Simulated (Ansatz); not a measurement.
Consider the substitution at a C–C bond: `CCCCF` + CH₃OH → `COCCF` + ethane.

Calculated with Ansatz (gas phase, PBE0-D4/def2-TZVP geometries, no zero-point term in ΔE). CBS: MP2 limit from def2 TZ/QZ plus the TZ coupled-cluster correction, frozen cores. This one scheme is used for every species. Functionals use def2-TZVPP. Each species was taken in one conformer, which may not be the lowest.

```json
{"species": "`CCCCF`", "PBE0-D4 energy (Eh)": "-257.50538"}
{"species": "CH₃OH", "PBE0-D4 energy (Eh)": "-115.64111"}
{"species": "`COCCF`", "PBE0-D4 energy (Eh)": "-293.37937"}
{"species": "`CC`", "PBE0-D4 energy (Eh)": "-79.75426"}
```

Q: Work out ΔE.

A: ΔE = (-293.37937) + (-79.75426) − (-257.50538) − (-115.64111) = 0.01286 Eh = +33.8 kJ/mol. CCSD(T)/CBS gives +38.3 kJ/mol.

Q: What do rigid-rotor, harmonic-oscillator terms from PBE0-D4/def2-TZVP frequencies (298.15 K, 1 bar) make of the CCSD(T)/CBS value? (Estimate.)

A: The calculation gave: ΔZPE = -1.3 kJ/mol, ΔH = +36.7 kJ/mol, ΔS = -13 J/(mol·K), ΔG = +40.7 kJ/mol.

Largest T1 diagnostic among the species: 0.011.

In def2-TZVPP, CCSD(T) changes the Hartree–Fock value by +7.0 kJ/mol (the triples alone add −0.3 kJ/mol) and MP2 by +11.6 kJ/mol. At CCSD(T), def2-SVP lies −11.8 kJ/mol from the extrapolated value and def2-TZVPP −3.6 kJ/mol.
